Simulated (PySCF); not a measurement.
Compound: C₆H₆.
Z-matrix (Å and degrees, PBE0/def2-SVP geometry), rows numbered from 1:
```
C 
C   1  1.3950
C   2  1.3949  1  119.99
C   3  1.3950  2  120.00  1    -0.01
C   4  1.3950  3  120.01  2     0.00
C   5  1.3949  4  119.99  3    -0.00
H   1  1.0930  2  120.00  3  -179.99
H   2  1.0930  1  120.00  3   180.00
H   3  1.0930  2  120.01  1  -180.00
H   4  1.0930  3  119.99  2  -179.99
H   5  1.0930  4  120.00  3  -180.00
H   6  1.0930  1  119.99  2   180.00
```

The calculation used PBE0/def2-SVP geometry optimisation, gas phase (PySCF 2.14.0).

Take the most abundant isotopes and a rigid rotor. 

Q: What are A, B and C (cm⁻¹)?

A: Ia = 88.76, Ib = 88.78, Ic = 177.54 u·Å²; 505379 MHz·u·Å²/I gives 5694, 5692 and 2847 MHz, that is A = 0.18992, B = 0.18988, C = 0.09495 cm⁻¹.

Q: What kind of rotor is it?

A: An oblate symmetric top, as the point group D6h requires two equal moments; the computed ones differ by 0.02 % because the geometry is symmetric only within the optimiser's tolerance: κ = (2 × 5692 − 5694 − 2847)/(5694 − 2847) = 1.00.

Q: Is it planar, by Δ = Ic − Ia − Ib?

A: Planar: Δ = Ic − Ia − Ib = 0.00 u·Å². For a rigid frame Δ = −2 Σ m c², so it vanishes when all atoms lie in the ab plane; here none is more than 0.01 Å from it.

The point group D6h allows no dipole (computed: 0.00 D), so a rigid rotor has no electric-dipole lines.

Q: Estimate the classical rotational partition function at 10 K, 200 K and 500 K.

A: Point group D6h, symmetry number σ = 12; q = (√π/σ)·√((kT/h)³/(ABC)), k/h = 20836.6 MHz/K: 46.3 at 10 K, 4140 at 200 K, 16400 at 500 K.

No frequency check. No vibrational averaging or centrifugal distortion is included, and the geometry carries the error of its method.
